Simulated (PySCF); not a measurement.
**CN⁻: from constants to spectrum**

PBE0 constants of CN⁻, ¹Σ⁺ (singlet), closed shell (basis C aug-cc-pVDZ, N aug-cc-pVDZ; no relativity; PySCF 2.14; masses 12.0000 and 14.0031 u):

```
ωe           : 2137.2 cm⁻¹
ωexe         : 11.2 cm⁻¹
Be           : 1.8665 cm⁻¹
αe           : 0.0153 cm⁻¹
De to C⁻ + N : 10.01 eV
```

Task: What force constant and bond length do these constants imply?

Result: Reduced mass μred = 6.4622 u; k = 5.8918×10⁻⁷·μred·ωe² (u, cm⁻¹, mdyn/Å) = 17.4 mdyn/Å; Re = √(16.8576/(μred·Be)) (u, cm⁻¹, Å) = 1.182 Å.

Task: Estimate the centrifugal constant D from the Kratzer relation and find the Dunham coefficient a1.

Result: D = 4Be³/ωe² = 5.69e-06 cm⁻¹; a1 = −1 − αeωe/(6Be²) = -2.56.

For an ion De counts to the pair picked by the measured ionisation energies or electron affinities, which need not be the lowest pair at this level.
